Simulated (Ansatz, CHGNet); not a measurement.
For graphite, the machine-learned potential CHGNet 0.3.0 (trained on PBE and PBE+U data) gives:

```
Item                  Value
------------------  -------
lattice constant a  2.467 Å
c axis length       7.684 Å
```

**Question.** What does PBE0-D4 in Ansatz (PAW) give for the same quantities?

**Answer.** 
- lattice constant a: 2.443 Å (drops by 1.0 %)
- lattice parameter c: 6.583 Å (decreases by 14 %)

For comparison: lattice constant a 2.461 Å (measured, 300 K, no zero-point or thermal correction, our sources range from 2.456 to 2.461; as tabulated in Wikipedia's data pages); lattice parameter c 6.67 Å (measured, low temperature, zero-point motion not removed; as tabulated in Berland et al. (2010), arXiv:1007.3305).

Changes are worked out from the printed values.

Unless a cell is named, each level is at its own relaxed cell (CHGNet 0.3.0 10.13, PBE0-D4 8.51 Å³/atom).

Caveats: exact exchange on metals is sensitive to the k mesh and can open a false gap (PBE0-D4); the run warned that the count of filled bands differs between k points (PBE0-D4). Ansatz's density-functional and Hartree–Fock values are scalar-relativistic unless marked +SOC, with PAW data made under PBE.

Ansatz is a first-principles code.
